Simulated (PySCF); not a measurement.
Compound: 1,2,3-trifluoropropane, C₃H₅F₃.
Bonds: F1–C2, C2–C3, C3–F4, C3–C5, C5–F6. Hydrogens: H7, H8 on C2; H9 on C3; H10, H11 on C5.

A linear-response calculation (PySCF, def2-SVPD basis, gas phase, vertical, core orbitals frozen in the response) gave these numbers; the functional is withheld.

Orbital energies (eV): HOMO-3 -10.48, HOMO-2 -10.31, HOMO-1 -9.83, HOMO -9.60, LUMO 0.63, LUMO+1 1.00, LUMO+2 1.30.

```json
{"state": "S1", "E (eV)": "8.95", "f": "0.027", "main configurations (H = HOMO, L = LUMO)": "H→L (96%)"}
{"state": "S2", "E (eV)": "9.05", "f": "0.0024", "main configurations (H = HOMO, L = LUMO)": "H→L+1 (81%)"}
{"state": "S3", "E (eV)": "9.17", "f": "0.0035", "main configurations (H = HOMO, L = LUMO)": "H-1→L (51%), H-1→L+1 (36%)"}
{"state": "S4", "E (eV)": "9.25", "f": "0.018", "main configurations (H = HOMO, L = LUMO)": "H-1→L+1 (44%), H-1→L (43%)"}
{"state": "S5", "E (eV)": "9.58", "f": "0.014", "main configurations (H = HOMO, L = LUMO)": "H-2→L (84%)"}
{"state": "S6", "E (eV)": "9.60", "f": "0.0092", "main configurations (H = HOMO, L = LUMO)": "H→L+2 (78%)"}
```

Triplets (Tamm–Dancoff): T1 8.58 eV, H→L+1 (54%), H-1→L+1 (23%); T2 8.68 eV, H→L (76%); T3 8.79 eV, H-1→L+1 (54%), H→L+1 (18%); T4 8.94 eV, H-1→L (78%), H→L (9%).

Vertical ionisation energy by ΔSCF with the same functional: 11.85 eV. Mean static polarisability: 40.8 au.

**Question.** Name the functional.
A. PBE0
B. HF
C. wB97X-D
D. PBE

**Answer.** A. PBE0 is a global hybrid with 25% exact exchange. In this run −ε(HOMO) = 9.60 eV differs from the ΔSCF value by -2.25 eV, and S1 differs from the orbital gap of 10.23 eV by -1.28 eV. The ratio −ε(HOMO)/IP is 0.81. Usual ranges for neutral molecules in this basis: 0.7 to 0.83 with PBE0, 0.5 to 0.7 with PBE, 0.89 to 0.99 with wB97X-D; Hartree–Fock can't fall below 1, since the ion's relaxation only lowers the ΔSCF value. The other options: PBE, a GGA without exact exchange; HF, time-dependent Hartree–Fock, 100% exact exchange; wB97X-D, range-separated, 22% exact exchange at short range and 100% at long range (ω = 0.2 bohr⁻¹).

Method: PySCF 2.14.0, density-fitted response routines, TDDFT PBE0/def2-SVPD, vertical, gas phase, core orbitals frozen in the response. Isolated species at its PBE0-D3(BJ)/def2-SVP geometry (one conformer only).

Shape of the structure used: `[F:1][CH2:2][CH:3]([F:4])[CH2:5][F:6]`: F1–C2–C3–F4 67°, C2–C3–C5–F6 -63°.
